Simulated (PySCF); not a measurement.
B3LYP has the VWN-RPA correlation part, as in Gaussian. 

Cartesian coordinates (Å):
```xyz
6

C     -0.6646    -0.0139     0.0911
C      0.6646     0.0139    -0.0911
H     -1.2446    -0.9470    -0.0085
H     -1.2344     0.8950     0.3484
H      1.2446     0.9471     0.0085
H      1.2344    -0.8950    -0.3484
```
Charge 0, spin multiplicity 1.

Problem. Predict the dipole moment, HOMO–LUMO gap and total energy from B3LYP-D3(BJ)/def2-TZVP // BP86-D3(BJ)/def2-SVP (PySCF).

Solution. 
The dipole moment is 0.00 D and the HOMO–LUMO gap comes out as 7.36 eV. The total energy is -2139.53 eV.
